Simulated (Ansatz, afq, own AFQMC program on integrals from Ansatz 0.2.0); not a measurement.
AFQMC on a folder of integrals that Ansatz 0.2.0 wrote.

```yaml
crystal:
  periodic: [false, false, false]
  atoms:
    - {symbol: Si, position_ang: [0.000000, 0.000000, 0.000000]}
    - {symbol: C, position_ang: [0.000000, 0.000000, 5.494000]}
basis:
  gaussian: {orbitals: 6-31G}
magnetization: {spin_polarized: true, initial_magnetization: 0}
correlation: {method: ccsd_t, electrons: outside_noble_gas, hamiltonian_folder: ham}
```

```sh
$ ansatz run in.yaml --threads 1 --pin off --events-out ev --progress --plain --max-ram 1382MiB
```

afq runs on the folder ham with

```
--method phaseless --trial hf --walkers 400 --populations 1 --least-time 40 --time-step 0.005 --steps-per-block 20 --equilibration-blocks 160 --max-blocks 600 --target-error 0.00204 --factor-cut 1e-05 --start spin_pure --seed 7598 --taylor-order 6
```

Times are imaginary, in 1/Eh. The walk had a cap of 536 s.

```
orbitals 16  electrons 4 4  factors 65 of 267
reference energy -326.50644384 Eh
CCSD correlation -0.06047646 Eh in 14 cycles, weight of the determinant in the CISD state 0.9430
energy of the start -326.506481 Eh
 block  time / (1/Eh)  mean weight  energy / Eh
     1     0.100  1.0006  -326.513243
     2     0.200  1.0003  -326.520045
     3     0.300  1.0004  -326.524818
     4     0.400  1.0001  -326.528104
     5     0.500  1.0006  -326.531811
     8     0.800  1.0000  -326.542294
    15     1.500  1.0005  -326.553990
    57     5.700  1.0005  -326.568284
    99     9.900  0.9997  -326.565334
   141    14.100  0.9994  -326.564348
   183    18.300  1.0002  -326.563283
   197    19.700  1.0004  -326.573905
   225    22.500  0.9976  -326.559604
   267    26.700  0.9992  -326.561327
   309    30.900  1.0002  -326.562784
   351    35.100  1.0001  -326.557656
   393    39.300  1.0004  -326.557053
   435    43.500  0.9998  -326.563777
   477    47.700  1.0004  -326.569769
   519    51.900  1.0006  -326.557672
   533    53.300  0.9997  -326.553793
   547    54.700  0.9998  -326.559843
blocks merged  error / Eh  count
     1  0.000216  400
     2  0.000287  200
     4  0.000382  100
     8  0.000493  50
    16  0.000619  25
    32  0.000747  12
energy -326.561853 +/- 0.000619 Eh
(rows thinned)
```

Task: Estimate how long the walk took on 1 thread of Intel(R) Xeon(R) Processor @ 2.50GHz (Skylake/Cascade Lake), with other jobs on the host.

Result: 5.3 min of wall time.

The run failed at least one of its tests; the cautions name the faults.

Against this walk (error 16.8 meV) on the same determinant: CCSD(T) 150.3 meV lower, full CI 157.9 meV lower, a separate phaseless walk with a CISD trial and standard settings 149.8 ± 16.9 meV lower. The error is statistical and leaves out the bias of the constraint. The determinant has ⟨S²⟩ = 2.00, so the low cluster orders mix in higher spin (the high orders can go on to a lower state of that spin), while the walk starts as a pure singlet. Full CI is exact here, so the walk's 158 meV above it is the walk's own error: the bias of the constraint with this trial, or a walk that hasn't relaxed. It lies above even CCSD, by 138 meV. The determinant is a poor start (see the cautions), so the low cluster orders aren't to be relied on, and full CI is the sure value.

Cautions: constraint bias not in the error; error not settled; unrestricted determinant spin contaminated (⟨S²⟩ 2.00 against 0.00); the next higher spin lies close (within 5 meV by full CI); walk and cluster series may follow different spin states.

A walk keeps the symmetry of its determinant, which the program's search chose and which needn't be the lowest solution, so a lower state of the same spin and another symmetry isn't excluded.
